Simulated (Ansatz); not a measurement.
## [Br···H···S], triplet: transfer scan

Starting geometry:

```xyz
3

Br    0.0000    0.0000   -1.5262
H     0.0000    0.0000   -0.1056
S     0.0000    0.0000    1.6318
```

From there H2 is moved from one fragment to the other while all else, the fragments' distance too, stays fixed; atoms are numbered as listed. Energies are in kcal/mol, counted from the starting geometry at the same level.

Basis cc-pVTZ; Ansatz 0.2.0. Only valence electrons are correlated (noble-gas cores and the filled d shells of p-block atoms frozen). Prefix R: restricted or restricted open-shell reference; prefix U: unrestricted. No spin–orbit coupling is included, and no scalar relativity.

Coupled cluster chose its determinant by trial CCSD, here up to 0.05 eV above the lowest Hartree–Fock solution of its kind. A value is left out where its run failed or describes another state than the reference as far as symmetry and spin tell, or, spin-broken singlets apart, can't be checked.

Full CI isn't at hand for all of this; UCCSDT(Q) serves as the reference, and is uncertain by about the last step of the cluster series. The frozen core follows each run's orbitals, which can shift R against U totals by a few meV for light atoms and by up to 0.1 eV past Ca.

```json
{"distance Br1-H2 (Å)": "1.421", "UCCSDT(Q)": "0.0", "error UHF": "0.0", "error RCCSD": "0.0", "error UCCSD": "0.0", "error RCCSD(T)": "0.0", "error UCCSD(T)": "0.0", "error BCCD(T)": "0.0"}
{"distance Br1-H2 (Å)": "1.472", "UCCSDT(Q)": "0.0", "error UHF": "1.1", "error RCCSD": "–", "error UCCSD": "0.3", "error RCCSD(T)": "–", "error UCCSD(T)": "0.0", "error BCCD(T)": "–"}
{"distance Br1-H2 (Å)": "1.574", "UCCSDT(Q)": "1.3", "error UHF": "2.8", "error RCCSD": "0.8", "error UCCSD": "0.7", "error RCCSD(T)": "0.1", "error UCCSD(T)": "0.1", "error BCCD(T)": "0.1"}
{"distance Br1-H2 (Å)": "1.676", "UCCSDT(Q)": "2.2", "error UHF": "2.6", "error RCCSD": "0.8", "error UCCSD": "0.7", "error RCCSD(T)": "0.1", "error UCCSD(T)": "0.2", "error BCCD(T)": "0.2"}
{"distance Br1-H2 (Å)": "1.778", "UCCSDT(Q)": "2.8", "error UHF": "0.4", "error RCCSD": "0.3", "error UCCSD": "0.2", "error RCCSD(T)": "0.1", "error UCCSD(T)": "0.1", "error BCCD(T)": "0.1"}
```

Errors are those of relative energies. In total energy the starting point itself misses UCCSDT(Q) by: UHF 224.9, RCCSD 9.5, UCCSD 9.3, RCCSD(T) 1.2, UCCSD(T) 1.1, BCCD(T) 1.1 kcal/mol.

Spread of the error over the points with a reference, to 1.778 Å (largest less smallest): RCCSD(T) 0.1 (4 of 5 points), BCCD(T) 0.2 (4 of 5 points), UCCSD(T) 0.2, UCCSD 0.7, RCCSD 0.8 (4 of 5 points), UHF 2.8 kcal/mol.
